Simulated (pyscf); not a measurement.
Structures and frequencies: ωB97X-D3(BJ)/def2-SVP in PySCF. Correlated levels are frozen-core, on RHF or UHF. ΔMP2 is the change of the MP2 total energy from the triple- to the quadruple-zeta basis.

Q: List the bond dissociation enthalpies at 298 K of H₃C–SiH₂–CH₃ from CCSD(T)/def2-TZVPP + ΔMP2(QZVPP), from the weakest bond up.

A: C–Si to CH₃• + H₃C–SiH₂•: 89.3 kcal/mol; H–Si to H₃C–SiH•–CH₃ + H•: 93.5 kcal/mol; C–H to •H₂C–SiH₂–CH₃ + H•: 101.1 kcal/mol. Ring and multiple bonds, and those that leave no two simple radicals, are not listed. •H₂C–SiH₂–CH₃ lies 9.5 kcal/mol over its isomer H₃C–SiH•–CH₃, and others may lie lower still (electronic energy, ωB97M-D3(BJ)). Other isomers of H₃C–SiH₂•, H₃C–SiH•–CH₃ were not searched in full and may lie lower. The CCSD(T) − MP2 part came from Ansatz, without density fitting, on the same reference.
